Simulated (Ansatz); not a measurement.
in.yaml

```yaml
crystal:
  periodic: [false, false, false]
  atoms:
    - {symbol: W, position_ang: [0.000000, 0.000000, 0.000000]}
    - {symbol: H, position_ang: [0.000000, 0.000000, 2.300000]}
basis:
  gaussian: {orbitals: def2-TZVP}
total_charge: 1
magnetization: {spin_polarized: false}
correlation: {method: mp2, electrons: outside_noble_gas}
output: {forces: true}
```

```sh
$ ansatz run in.yaml --threads 1 --pin off --events-out ev --progress --plain --max-ram 2393MiB
```

Output:

```
420 factors; integrals over basis functions are off by at most 1.1e-3 eV
mean field evaluation 1: about -1806.1677 eV, gradient 1.3e1 eV
mean field evaluation 2: about -1806.1658 eV, gradient 1.3e1 eV
mean field evaluation 4: about -1807.1601 eV, gradient 3.5e0 eV
mean field evaluation 8: about -1808.1056 eV, gradient 1.9e0 eV
mean field evaluation 16: about -1808.6193 eV, gradient 3.2e-3 eV
mean field evaluation 32: about -1808.6458 eV, gradient 2.6e-1 eV
mean field evaluation 64: about -1807.9853 eV, gradient 8.7e-5 eV
mean field evaluation 96: about -1808.6193 eV, gradient 1.6e-6 eV
mean field evaluation 128: about -1808.6292 eV, gradient 5.6e-1 eV
mean field evaluation 160: about -1808.6316 eV, gradient 4.5e-1 eV
mean field evaluation 192: about -1808.5922 eV, gradient 4.0e-1 eV
mean field evaluation 224: about -1808.4658 eV, gradient 2.1e0 eV
mean field evaluation 256: about -1808.6193 eV, gradient 2.9e-5 eV
mean field evaluation 288: about -1808.6193 eV, gradient 1.2e-5 eV
mean field -1808.64671663 eV, -66.4665408912 hartree, gradient 2.7e-8 eV, S^2 0.000000; 17 other end points of the search recorded, 0 dependent functions left out; unrestricted orbitals would lower it
unrestricted determinant -1810.52029355 eV, -66.5353935731 hartree, S^2 2.4763
4 core orbitals not correlated: weight in the atoms' cores, before any rotation towards them, 0.999 or more for the frozen orbitals, at most 0.000 for the correlated occupied ones
reference -1808.64671663 eV, -66.4665408912 hartree; 3, 3 occupied and 39, 39 virtual orbitals, 420 factors
second order -2.33342910 eV of doubles, -0.00000000 eV of singles
the calculation of the forces begins
Total energy: -1810.98014572 eV, -66.5522928289 hartree
Atom 0 at     0.000000     0.000000     0.000000 Å, force     0.000000    -0.000000     3.155265 eV/Å
Atom 1 at     0.000000     0.000000     2.300000 Å, force    -0.000000     0.000000    -3.155265 eV/Å
Dipole moment:     0.000000    -0.000000    -0.425761 e Å
```

Forces (eV/Å):
```
W    0.000  0.000  3.155
H    0.000  0.000 -3.155
```

Ran on 1 thread of Arm Neoverse V1, shared host: 1.7 s wall, 0.16 GiB peak host memory.
